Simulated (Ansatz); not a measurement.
I need an active-space calculation of AlH4NS, SMILES [NH2][AlH][SH]. Use Ansatz's Python interface. Settings: SC-NEVPT2, def2-SVP basis, multiplicity 1.

`alh4ns.xyz`
```text
7

N    -1.12840    0.22170   -0.91200
Al    0.37420    0.48030    0.16430
S     2.10670   -0.91960   -0.09950
H    -1.49930   -0.66250   -0.70330
H    -1.87030    0.96920   -0.61990
H     0.43130    1.66170    1.25710
H     1.64710   -1.81880    0.86760
```

Script `alh4ns_cas.py`:
```python
# -*- coding: utf-8 -*-
"""Active-space calculation on AlH4NS."""

import ansatz as az

BASIS = "def2-SVP"

geometry = az.Crystal.molecule_from_extxyz("alh4ns.xyz")

base = (
    geometry.calculation()
    .basis(gaussian=BASIS)
    .accuracy("high")
    .correlation(active_electrons=2, active_orbitals=3)  # correlation on top of the mean field
)
for method in ["sc_nevpt2"]:
    summary = (base if method is None else base.correlation(method)).run(threads=1).report
    space = summary["configurations"]
    state = space["states"][0]
    print(method or "casscf", f"total {summary['free_energy_ev'] / 27.211386246:.6f} Ha, active-space state {state['energy']['hartree']:.6f} Ha, mean field {summary['reference_energy_ev'] / 27.211386246:.6f} Ha")
    print("  determinants", state["n_determinants"], " natural occupations", [round(n, 3) for n in space["natural_occupations"]])
print("effectively unpaired electrons, sum of min(n, 2 - n):", round(sum(min(n, 2 - n) for n in space["natural_occupations"]), 3))
```

```console
$ python alh4ns_cas.py
sc_nevpt2 total -696.404644 Ha, active-space state -696.057472 Ha, mean field -696.033067 Ha
  determinants 9  natural occupations [1.973, 0.023, 0.003]
effectively unpaired electrons, sum of min(n, 2 - n): 0.053
```

The settings weren't tested for convergence. The geometry is a force-field or estimated start, not a minimum of this method, and the basis set is short of its limit. The active space starts as a window about the frontier orbitals and is then optimised, not chosen by chemistry. Timing: 10 s on 1 thread of Arm Neoverse V1 (shared host), peak memory 0.28 GiB.

(A comment or docstring line of the script was reworded after the run, the code is as it ran; lines on the test bed's own set-up are left out of the output.)
